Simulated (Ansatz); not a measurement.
**Relaxing K₂Ni**

Theory: DFT PBE, scalar-relativistic, plane waves, PAW (Ansatz). Cutoff 420 eV, Γ-centred k mesh, Gaussian smearing, no spin polarisation in the final step.

K₂Ni was placed on the anti-fluorite structure type (Fm-3m, No. 225), with Ni in place of Ca, K in place of F, at a guessed volume.

```xyz
3
Lattice="0.0000 3.4379 3.4379 3.4379 0.0000 3.4379 3.4379 3.4379 0.0000" Properties=species:S:1:pos:R:3 pbc="T T T"
K     1.7189    1.7189    1.7189
K     5.1568    5.1568    5.1568
Ni    0.0000    0.0000    0.0000
```

Steps on the 4×4×4 mesh (3 atoms). 7 of 7 steps are shown, and the free energy counts from the last. Trial steps that were taken back and renewals of the plane-wave basis can be among the rows.

```tsv
step	ΔF (meV/atom)	V (Å³/atom)	P (GPa)
1	218.4	27.09	7.30
2	82.2	31.25	3.56
3	20.4	35.81	0.92
4	15.2	37.74	-0.04
5	3.8	37.74	0.64
6	0.0	39.10	0.27
7	0.0	39.10	0.27
```

A final relaxation ran on a 10×10×10 mesh. The relaxed crystal, Fm-3m (No. 225):

```cif
data_structure
_symmetry_space_group_name_H-M 'Fm-3m'
_symmetry_Int_Tables_number 225
_cell_length_a 7.8346
_cell_length_b 7.8346
_cell_length_c 7.8346
_cell_angle_alpha 90.000
_cell_angle_beta 90.000
_cell_angle_gamma 90.000
_cell_volume 480.90
loop_
_atom_site_label
_atom_site_type_symbol
_atom_site_symmetry_multiplicity
_atom_site_Wyckoff_symbol
_atom_site_fract_x
_atom_site_fract_y
_atom_site_fract_z
_atom_site_occupancy
K1 K 8 c 0.25000 0.75000 0.75000 1
Ni1 Ni 4 a 0.00000 0.00000 0.00000 1
```

```json
{
  "Volume per atom": "40.07 Å³",
  "Density": "1.89 g/cm³",
  "Energy over the elements": "0.68 eV/atom",
  "Gap on the 10×10×10 mesh": "0 eV (a metal)"
}
```

Formation energies are uncorrected and refer to the elements' standard structures at the same level.

The final run used a 10×10×10 mesh on its 3-atom cell and 0.10 eV smearing. For metals, differences of a few meV/atom aren't resolved.

Symmetry constrained the relaxation, so the result can be a saddle point.

Cost: 3 runs of about 0.37 core-minutes in all, on Intel Xeon 6975P-C (Granite Rapids) (shared hosts).